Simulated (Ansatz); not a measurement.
Basis-set extrapolation for `C=C(N)C#N` (PBE0-D4/def2-TZVP geometry, frozen core, Ansatz). Multiplicity 1, RHF reference.

```json
{"": "HF", "def2-TZVPP": "-224.886528", "def2-QZVPP": "-224.896188"}
{"": "MP2 correlation", "def2-TZVPP": "-0.865429", "def2-QZVPP": "-0.923021"}
{"": "CCSD(T) correlation", "def2-TZVPP": "-0.926772", "def2-QZVPP": "not run"}
```

Energies in hartree. Use E(X) = E(∞) + A·exp(−7.88·√X) for Hartree–Fock and E(X) = E(∞) + B·X^(−2.97) for correlation, with X = 3 and 4, and add CCSD(T) minus MP2 of the smaller set to the MP2 limit.

Problem. What is the CCSD(T) energy at the basis-set limit?

Solution. HF limit: -224.896188 + (-0.009660) × 0.13774 = -224.89752. MP2 limit: -0.923021 + (-0.057592) × 0.74074 = -0.96568. Higher-order term: -0.926772 − (-0.865429) = -0.06134. Total: -225.92454 hartree, 292.1 kJ/mol below CCSD(T)/def2-TZVPP.
